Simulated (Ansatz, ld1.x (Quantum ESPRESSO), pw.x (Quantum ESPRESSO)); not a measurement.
**What a changed setting does to a pw.x run (sc P)**

Potential: norm-conserving RRKJ (Kleinman–Bylander form), ld1.x (Quantum ESPRESSO) 7.5, LDA (PW92); core [Ne], reference 3s2 3p3; waves: 3s (bound): rc 1.60 bohr; 3p (bound): rc 1.35 bohr; 3d channel at 0.15 Ry: rc 1.20 bohr; local part: all-electron potential smoothed inside 1.05 bohr (lloc = -1); core correction: none; rho0 0.001.

The reference run (k-mesh 14³, cutoffs 85/340 Ry, Fermi–Dirac 0.01 Ry, mixing_beta 0.4, conv_thr 1e-9, no spin) gives -0.54 GPa at 14.035 Å³/atom, where all-electron LAPW gives 0.49 GPa. This run, with its own iteration cap, changes ecutrho/ecutwfc to 16.

```
&control
  calculation='scf', prefix='x', pseudo_dir='./', outdir='./tmp', tstress=.true., disk_io='none'
/
&system
  ibrav=0, nat=1, ntyp=1, ecutwfc=85, ecutrho=1360, nbnd=9,
  occupations='smearing', smearing='fd', degauss=0.01
/
&electrons
  conv_thr=1e-09, mixing_beta=0.4, electron_maxstep=60
/
ATOMIC_SPECIES
P 1.0 P.UPF
CELL_PARAMETERS angstrom
  2.41214904 0.00000000 0.00000000
  0.00000000 2.41214904 0.00000000
  0.00000000 0.00000000 2.41214904
ATOMIC_POSITIONS crystal
P 0.0000 0.0000 0.0000
K_POINTS automatic
14 14 14 0 0 0
```

```bash
pw.x < P.scf.in > P.scf.out
```

Q: How does the run end?

A: It converges in 6 iterations; the free energy moves by +0.0 meV/atom and the pressure by +0.00 GPa. The result is that of the reference run.

```
Message from routine setup:
     no reason to have ecutrho>4*ecutwfc
     Message from routine setup:
     using ibrav=0 with symmetry is DISCOURAGED, use correct ibrav instead
     lattice parameter (alat)  =       4.5583  a.u.
     unit-cell volume          =      94.7129 (a.u.)^3
     number of electrons       =         5.00
     number of Kohn-Sham states=            9
     kinetic-energy cutoff     =      85.0000  Ry
     charge density cutoff     =    1360.0000  Ry
     scf convergence threshold =      1.0E-09
     Exchange-correlation= PW
     number of k points=   120  Fermi-Dirac smearing, width (Ry)=  0.0100
     iteration #  1     ecut=    85.00 Ry     beta= 0.40
     total energy              =     -13.26192948 Ry
     estimated scf accuracy    <       0.00615549 Ry
     iteration #  2     ecut=    85.00 Ry     beta= 0.40
     total energy              =     -13.26167281 Ry
     estimated scf accuracy    <       0.00209531 Ry
     iteration #  3     ecut=    85.00 Ry     beta= 0.40
     total energy              =     -13.26169284 Ry
     estimated scf accuracy    <       0.00000448 Ry
     iteration #  4     ecut=    85.00 Ry     beta= 0.40
     total energy              =     -13.26169500 Ry
     estimated scf accuracy    <       0.00000004 Ry
     iteration #  5     ecut=    85.00 Ry     beta= 0.40
     total energy              =     -13.26169503 Ry
     estimated scf accuracy    <          5.1E-09 Ry
     iteration #  6     ecut=    85.00 Ry     beta= 0.40
     the Fermi energy is    11.3533 ev
!    total energy              =     -13.26169503 Ry
     estimated scf accuracy    <          2.8E-10 Ry
     smearing contrib. (-TS)   =      -0.00150840 Ry
     The total energy is F=E-TS. E is the sum of the following terms:
     one-electron contribution =       5.33713292 Ry
     hartree contribution      =       0.40196799 Ry
     xc contribution           =      -3.43813085 Ry
     ewald contribution        =     -15.56115669 Ry
     convergence has been achieved in   6 iterations
          total   stress  (Ry/bohr**3)                   (kbar)     P=       -5.44
     Message from routine punch:
     Nothing written, as per user request (disk_io='none')
```

The run took about 14 s on one core of a shared host (Neoverse-V1, 64 threads, 495 GiB, load 28).
